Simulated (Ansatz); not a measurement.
This script drives the Ansatz DFT code, driven from Python.

`bend.py`:
```python
# -*- coding: utf-8 -*-
'''Energy of C2H4S2 against one bond angle.'''

import ansatz as az
from ase import Atoms

atoms = Atoms(['C', 'S', 'C', 'S', 'H', 'H', 'H', 'H'], positions=[
    (0.2684, 0.8524, 0.8389),
    (0.1435, 0.6593, -0.9615),
    (-0.3026, -1.0441, -1.021),
    (-0.4091, -1.859, -2.4494),
    (-0.747, 0.6653, 1.2635),
    (0.4753, 1.953, 1.0455),
    (1.0104, 0.252, 1.2702),
    (-0.3468, -1.5361, -0.042),
])

# relax first, so that the scan starts from a minimum
first = (
    az.Crystal.molecule_from_ase(atoms).calculation()
    .basis(gaussian='cc-pVDZ')
    .functional('pbe0')
    .relax(force_tolerance=0.02, max_steps=80)
)
atoms.positions = first.run(threads=1).report['positions_ang']

rows = []
for angle in [85, 95, 105, 115, 125, 140, 160]:
    bent = atoms.copy()
    bent.set_angle(2, 1, 0, angle, indices=[0, 4, 5, 6])
    calculation = az.Crystal.molecule_from_ase(bent).calculation().basis(gaussian='cc-pVDZ').functional('pbe0')
    rows.append((angle, calculation.run(threads=1).report['free_energy_ev']))
floor = min(e for _, e in rows)
for angle, e in rows:
    print(f'angle C2-S1-C0 = {angle:3d} deg   {1000 * (e - floor):9.1f} meV')
```

It is started by `python bend.py`. How long does it take on 1 thread of Arm Neoverse V1, with other jobs on the host, and how much memory does it need?

It took about 55 s, with a peak of 0.24 GiB, for 8 runs of the engine.

```console
$ python bend.py
angle C2-S1-C0 =  85 deg       409.2 meV
angle C2-S1-C0 =  95 deg        48.0 meV
angle C2-S1-C0 = 105 deg         0.0 meV
angle C2-S1-C0 = 115 deg       155.4 meV
angle C2-S1-C0 = 125 deg       461.8 meV
angle C2-S1-C0 = 140 deg      1129.8 meV
angle C2-S1-C0 = 160 deg      2182.7 meV
```

The scan is rigid, and the energies are electronic, in a modest basis. The zero is the lowest point of the grid, which needn't be the minimum.
